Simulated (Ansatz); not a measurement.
A trace of molecular dynamics of BClH$_{5}$N (8 atoms, charge 0, multiplicity 1).

The calculation used RKS BLYP-D4/def2-SVP (Ansatz 0.2.0).

| Quantity | Value |
| --- | --- |
| ensemble | NVE (velocity Verlet) |
| starting velocities drawn for | 300 K |
| seed | 6045 |

```tsv
time (fs)	T (K)	potential energy less start (eV)	conserved less start (meV/atom)
0	300	0.000	0.00
4	246	0.042	0.08
8	661	-0.279	0.13
12	1592	-1.004	-0.14
16	1479	-0.914	0.01
20	1569	-0.988	-0.44
24	1304	-0.783	-0.54
28	878	-0.447	0.17
32	790	-0.378	0.27
36	503	-0.157	0.06
40	649	-0.273	-0.33
44	1290	-0.773	-0.69
48	837	-0.416	0.03
52	779	-0.370	0.23
56	1064	-0.593	-0.13
60	823	-0.407	-0.14
64	1184	-0.689	-0.45
68	785	-0.376	0.05
72	584	-0.219	0.14
76	644	-0.268	-0.11
80	918	-0.481	-0.16
84	1295	-0.773	-0.14
88	1376	-0.835	0.00
92	1574	-0.989	-0.20
96	1405	-0.859	-0.28
100	1006	-0.549	-0.13
```

**Question.** Is this trajectory sound?

**Answer.** The conserved energy stayed within 0.69 meV per atom of its start (net change -0.13 meV per atom), so the integration is sound. The kinetic energy rose, since the run started high on the potential surface and went downhill. A run of 0.1 ps of so small a system gives no equilibrium averages. The orbitals stay closed-shell, which can raise the energy where a bond breaks towards radicals; this wasn't checked here. The time step was 0.5 fs.

Time of the run: 2.5 min on 2 threads of Arm Neoverse V2, on a shared host, peak memory 0.12 GiB.
